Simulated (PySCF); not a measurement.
## SiN: from constants to spectrum

ROHF-CCSD(T) constants of SiN, ²Σ⁺ (doublet), unpaired electrons σ ↑ (basis Si aug-pcseg-1, N aug-pcseg-1; no relativity; PySCF 2.14; masses 27.9769 and 14.0031 u):

| Quantity | Value |
| --- | --- |
| ωe | 1104.6 cm⁻¹ |
| ωexe | 6.71 cm⁻¹ |
| Be | 0.70426 cm⁻¹ |
| αe | 0.00560 cm⁻¹ |
| D (centrifugal) | 1.15e-06 cm⁻¹ |
| De to Si + N | 3.97 eV |

Q: Give the vibrational terms G(v) and spacings up to v = 6.

A: G(v) = ωe(v+½) − ωexe(v+½)².

```tsv
v	G(v) (cm⁻¹)	G(v) − G(v−1)	Bv (cm⁻¹)
0	550.6		0.7015
1	1641.8	1091.2	0.6959
2	2719.6	1077.8	0.6903
3	3783.9	1064.3	0.6847
4	4834.8	1050.9	0.6791
5	5872.3	1037.5	0.6735
6	6896.4	1024.1	0.6679
```

Q: How well does the Morse estimate ωe²/(4ωexe) reproduce De, and what is D0?

A: It gives 5.64 eV, 142 % of the computed De. D0 = De − G(0) = 3.97 − 0.07 = 3.90 eV.

Correlated steps freeze 6 core orbitals. Correlated levels converge slowly with the basis: in double zeta they bind strong bonds too weakly, by up to about 1 eV, and carry superposition errors of some tenths. The CCSD T1 diagnostic is raised, a sign that a single reference may not be enough here. The state is the lowest determinant that a PBE0 search found; another state may lie lower at other levels.
